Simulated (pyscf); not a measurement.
6 group-13 steps of one kind (insertion, closed-shell): barrier in kJ/mol, from the separated reactants or the lowest minimum found. Structures and frequencies: ωB97X-D3(BJ)/def2-SVP in PySCF. Functionals in def2-TZVP; the last column is ωB97M-D3(BJ)/def2-TZVP. Rows were drawn at random from the steps of this kind and element class whose saddle was verified and whose references are stable.

```tsv
step	PBE	PBE0-D3(BJ)	B3LYP-D3(BJ)	ωB97M-D3(BJ)
`[OH][In]` [singlet] + `[FH]` -> `[OH][InH][F]`	128.3	155.3	162.9	168.8
`[OH][In]` [singlet] + `[H][H]` → `[OH][InH2]`	289.2	302.7	321.1	324.6
`[F][Ga]` [singlet] + `[ClH]` → `[F][GaH][Cl]`	96.4	111.7	125.9	143.1
`[GaH]` [singlet] + `[FH]` -> `[F][GaH2]`	37.5	64.2	71.7	82.3
`[B][Cl]` [singlet] + `[SiH4]` -> `[SiH3][BH][Cl]`	14.7	18.1	39.3	49.9
`[OH][Ga]` [singlet] + `[ClH]` → `[OH][GaH][Cl]`	68.4	84.5	98.8	116.8
```

Differences from the last column (kJ/mol): PBE: mean -41.8, median -42.7, mean size 41.8, lower in 6 of 6; PBE0-D3(BJ): mean -24.9, median -26.6, mean size 24.9, lower in 6 of 6; B3LYP-D3(BJ): mean -11.0, median -10.6, mean size 11.0, lower in 6 of 6. PBE is closest for row 5 (35.2 kJ/mol apart) and farthest for row 6 (48.4 kJ/mol). PBE, r²SCAN and M06-2X carry no added dispersion term. The last column is a level with limits of its own. Each barrier is that of the saddle found. Elements up to Kr have no core potential and no relativistic terms here. Elements past Kr carry the def2 core potentials, without spin-orbit coupling.
